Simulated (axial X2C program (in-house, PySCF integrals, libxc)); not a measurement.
**Nuclear properties of FPF**

Computed with an axial X2C code built on PySCF integrals: two-component X2C with atomic mean-field Coulomb and Gaunt terms, Gaussian nuclei, basis F dyall-av3z, P dyall-v3z with contracted cores.

F–P–F held linear, with bonds 1.663 and 1.663 Å (near the PBE0 minimum at charge 0 of the determinant lowest at the starting distance; the state shown can have its own minimum elsewhere, held linear; other orders of the atoms were not compared).

Determinant lowest in the PBE0 search, Ω = 1/2 (⟨Sz⟩ = -0.50, ⟨Lz⟩ = 1.00 at PBE0), spin on the atoms F -0.01, P -0.48, F -0.01:

| level | A∥/gI F (MHz) | qzz F (a.u.) | A∥/gI P (MHz) | qzz P (a.u.) |
| --- | --- | --- | --- | --- |
| PBE0 | 228 | 0.37 | 964 | 0.04 |
| HF | 192 | 0.51 | 1040 | 0.10 |
| B3LYP | 227 | 0.34 | 941 | 0.08 |

Determinant 0.04 eV from it at PBE0 and this distance, Ω = 3/2 (⟨Sz⟩ = 0.50, ⟨Lz⟩ = 1.00 at PBE0), spin on the atoms F 0.01, P 0.48, F 0.01:

```tsv
level	A∥/gI F (MHz)	qzz F (a.u.)	A∥/gI P (MHz)	qzz P (a.u.)
PBE0	51.7	0.37	141	0.03
HF	44.9	0.51	164	0.08
B3LYP	51.2	0.34	161	0.07
```

A∥ (defined per Ω) follows by multiplying with gI = μI/(I μN); qzz is the electric field gradient, eQq0 = 234.96 MHz × Q/barn × qzz. The operators were transformed with the bare-nucleus X2C matrices; with these basis sets, hyperfine constants and field gradients can be off by tens of per cent, and where levels differ in sign neither size nor sign is settled.

(1) With gI(19F) = 5.2577, gI(31P) = 2.2632 (g factors from the IAEA table of nuclear moments by Stone), turn the PBE0 values of the first state into constants in MHz.

The molecule was held linear; bending was not examined, so a bent shape may lie lower.

Each state is one determinant with collinear spin. Unrestricted Hartree–Fock can overshoot spin polarisation at the nuclei. The search compared states at one distance, so a state with another bond length can lie lower. Where a field gradient or hyperfine factor spreads by more than a factor of two over the levels, a constant derived from it is not to be relied on. PBE0 term energies can be off by some tenths of an eV.

Answers

(1) A∥(19F) = 228 × 5.2577 = 1200 MHz; A∥(31P) = 964 × 2.2632 = 2180 MHz.
